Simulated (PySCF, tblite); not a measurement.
methanol and 2 × water

A gas-phase complex of methanol and 2 × water; neutral, singlet. The structure comes from a short search (6 tight-binding starts) and was relaxed by PBE0-D3(BJ)/def2-SVPD; another way of binding may lie lower. No frequency run checks that it is a minimum.

```tsv
part	name	SMILES	atoms	charge	multiplicity
1	methanol	CO	1–6	0	1
2	water	O	7–9	0	1
3	water	O	10–12	0	1
```

```xyz
12

C    -0.638    0.239    0.230
O     0.516   -0.515   -0.055
H    -1.083   -0.051    1.195
H    -1.372    0.040   -0.561
H    -0.429    1.321    0.247
H     1.217   -0.304    0.590
O     2.447    0.379   -1.740
H     1.618    0.001   -1.376
H     2.752   -0.238   -2.409
O     2.868    0.442    0.973
H     3.646    0.057    1.383
H     3.053    0.498    0.015
```
Atoms count from 1 in this order.

| contact | kind (by geometry) | distance (Å) | angle (°) |
| --- | --- | --- | --- |
| H8···O2 | hydrogen bond | 1.795 | 154 |
| H6···O10 | hydrogen bond | 1.852 | 150 |
| H12···O7 | hydrogen bond | 1.861 | 149 |

Interaction energies are complex less parts, with the parts frozen as they stand in it; counterpoise-corrected, in kcal/mol (PySCF).

Question: How strongly do the parts interact, level by level?

Answer: 
```json
{"level": "wB97M-D3(BJ)/def2-TZVPD", "interaction": "-16.67", "superposition error removed": "-0.25"}
{"level": "PBE0-D3(BJ)/def2-TZVPD", "interaction": "-17.71", "superposition error removed": "-0.23"}
{"level": "RI-MP2/def2-TZVPD", "interaction": "-15.17", "superposition error removed": "-1.67"}
```

Question: What holds them together? Decompose the wB97M-D3(BJ)/def2-TZVPD energy: frozen parts, their antisymmetrised product, then relaxation.

Answer: electrostatic -32.9, Pauli repulsion +34.2, orbital relaxation -15.6, dispersion correction -2.6 kcal/mol, which sum to the value before the counterpoise correction; the Pauli term holds the exchange-correlation of the frozen density too. Of the attraction, 64 % is electrostatic, 31 % is orbital relaxation, 5 % is dispersion correction.

Question: Are the pair energies additive?

Answer: The pairs sum to -13.58 kcal/mol (1–2 -4.9, 1–3 -4.5, 2–3 -4.1); the rest of -3.08 is a many-body strengthening.

The parts were also relaxed and run alone, at the levels used for the complex: shieldings by PBE0/pcSseg-2; core levels by delta-SCF with SCAN, pcX-2 on the ionised atom and pcseg-1 elsewhere, spin-free X2C.

Values alone: O7–H8 bond (Å): 0.961; shielding of H8 (ppm): 30.85; shielding of O2 (ppm): 328.4; shielding of H6 (ppm): 31.77; shielding of O10 (ppm): 328.9; O2 1s core level (eV): 539.00; O7 1s core level (eV): 539.76; O10 1s core level (eV): 539.76.

Question: What does binding change?

Answer: 
```csv
property,alone,in the complex,change
O7–H8 bond (Å),0.961,0.981,+0.020
shielding of H8 (ppm),30.85,25.45,-5.40
shielding of O2 (ppm),328.4,316.6,-11.8
shielding of H6 (ppm),31.77,26.75,-5.03
shielding of O10 (ppm),328.9,312.2,-16.6
O2 1s core level (eV),539.00,538.56,-0.44
O7 1s core level (eV),539.76,538.95,-0.80
O10 1s core level (eV),539.76,539.14,-0.61
```

The 5 runs behind this took 110 s in all, one thread each of AMD EPYC 9R45 96-Core on a shared host, launched as `OMP_NUM_THREADS=1 python cluster_run.py task.json out`.
